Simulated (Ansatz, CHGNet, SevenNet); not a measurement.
1T (CdI2-type) PtSe₂: properties by level of theory

Reference values: lattice constant a 3.727 Å (measured, temperature not stated, not corrected to a static lattice; as tabulated in Björkman (2014), arXiv:1406.2436); lattice parameter c 5.074 Å (measured, temperature not stated, zero-point anharmonic expansion removed (computed with revB86b-DF2); no thermal correction; as tabulated in Björkman (2014), arXiv:1406.2436).

| level (code) | lattice parameter a (Å) | c axis length (Å) |
|---|---|---|
| CHGNet 0.3.0 (CHGNet) | 3.766 | 5.824 |
| SevenNet-0 (SevenNet) | ? | 5.602 |
| PBEsol+SOC (Ansatz) | 3.757 | 4.882 |
| PBE0 (Ansatz) | 3.692 | ? |

Task: Some entries are withheld; supply them.

Result: 
- SevenNet-0 (SevenNet), lattice parameter a (Å): 3.760
- PBE0 (Ansatz, an electronic-structure program), c axis length (Å): 6.608

Differences from the reference values (errors of the level alone only where the reference is corrected to a static lattice):

```json
[
 {"level": "CHGNet 0.3.0", "lattice constant a (%)": "+1.05", "lattice parameter c (%)": "+14.8"},
 {"level": "SevenNet-0", "lattice constant a (%)": "+0.89", "lattice parameter c (%)": "+10.4"},
 {"level": "PBEsol+SOC", "lattice constant a (%)": "+0.80", "lattice parameter c (%)": "-3.78"},
 {"level": "PBE0", "lattice constant a (%)": "-0.94", "lattice parameter c (%)": "+30"}
]
```

Nearest: lattice constant a, not ranked (reference at room or unstated temperature); lattice parameter c, not ranked (reference at room or unstated temperature).

Machine-learned potentials (CHGNet 0.3.0, SevenNet-0) are trained on DFT data, which may include these solids.

Caveats: the cell comes from a level without a dispersion term, which matters for the spacing of layers, chains or molecules (PBEsol+SOC, PBE0). Ansatz's density-functional and Hartree–Fock values are scalar-relativistic unless marked +SOC, with PAW data made under PBE.

Differences are worked out from the printed values.

Static lattice: no zero-point or thermal effects.
